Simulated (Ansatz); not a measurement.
**PH− (doublet): the correlation ladder at distance P1–H2 = 3.854 Å, 6-31++G****

How much of the correlation energy of PH− (doublet) does each wave-function method recover here?

Computed with Ansatz 0.2.0, Gaussian basis. Level: 6-31++G**, core rule «outside noble gas», up to 5 orbitals frozen.

To be run: UHF; CCSD(T) on ROHF; CCSD(T) on UHF; BCCD(T) on ROHF; CISD; CCSDT(Q) on ROHF; CCSDT(Q) on UHF; CASSCF and MRCISD+Q, 3 electrons in 3 orbitals; CASSCF and NEVPT2, 3 electrons in 3 orbitals; CASSCF and MRCISD+Q, 7 electrons in 5 orbitals; CASSCF and NEVPT2, 7 electrons in 5 orbitals; Full CI.

20 further runs of the same task are left out: 1 for a known fault of the program, 16 that didn't finish, 3 set aside as unsound or not needed.

## (1) The system

The geometry derives from a PBE0/def2-TZVPD stationary point (not a proven minimum). One bond is set to the value named and the two fragments are kept rigid.

2 atoms, charge -1, spin multiplicity 2.

Atoms are counted from 1 here; the program's logs count them from 0.

No contacts short enough for the rule that draws bonds.

## (2) UHF

in.yaml reads:

```yaml
crystal:
  periodic: [false, false, false]
  atoms:
    - {symbol: P, position_ang: [0.000000, 0.000000, 0.000000]}
    - {symbol: H, position_ang: [0.000000, 0.000000, 3.854000]}
basis:
  gaussian: {orbitals: "6-31++G**"}
total_charge: -1
magnetization: {spin_polarized: true, initial_magnetization: 1}
hamiltonian: {xc: hf}
output: {orbitals: {seedname: orbitals}}
```

Started as:

```bash
$ ansatz run in.yaml --threads 1 --pin off --events-out ev --progress --plain --max-ram 2393MiB
```

After this run come: CCSD(T) on ROHF; CCSD(T) on UHF; BCCD(T) on ROHF; CISD; CCSDT(Q) on ROHF; CCSDT(Q) on UHF; CASSCF and MRCISD+Q, 3 electrons in 3 orbitals; CASSCF and NEVPT2, 3 electrons in 3 orbitals; CASSCF and MRCISD+Q, 7 electrons in 5 orbitals; CASSCF and NEVPT2, 7 electrons in 5 orbitals; Full CI.

Q: Predict the results of all the runs planned. Wanted: FCI below the RHF energy; RMP2 from FCI; RCCSD from FCI; RCCSD(T) from FCI; RCCSDT(Q) from FCI; NEVPT2 pair from FCI; MRCISD+Q pair from FCI; NEVPT2 valence from FCI; T1 diagnostic.

**Answer**, as computed:

| quantity | value |
| --- | --- |
| FCI below the RHF energy | -4.2628 eV |
| RMP2 from FCI | +1958.8 meV |
| RCCSD from FCI | +210.6 meV |
| RCCSD(T) from FCI | -25.6 meV |
| RCCSDT(Q) from FCI | -14.0 meV |
| NEVPT2 pair from FCI | +564.1 meV |
| MRCISD+Q pair from FCI | +31.5 meV |
| NEVPT2 valence from FCI | +766.5 meV |
| levels within 1 kcal/mol (43 meV) | RCCSD(T), RCCSDT, RCCSDT(Q), MRCISD+Q pair, MRCISD+Q valence |
| T1 diagnostic | 0.420 |
| effectively unpaired electrons | 2.76 |

**Reading.** RCCSD(T) misses by -25.6 meV, 0.6 % of the correlation energy. RCCSD(T), RCCSDT(Q) fall below full CI, which methods that aren't variational can do. The occupations show strong static correlation (2.8 unpaired electrons where one determinant has 1). Coupled cluster on one determinant still stays close here. Of the multireference levels listed MRCISD+Q valence comes nearest in total energy (+29.9 meV), which doesn't show that its space is the better one. Coupled cluster took another determinant than the lowest Hartree-Fock one. These misses are within one basis, not against nature.
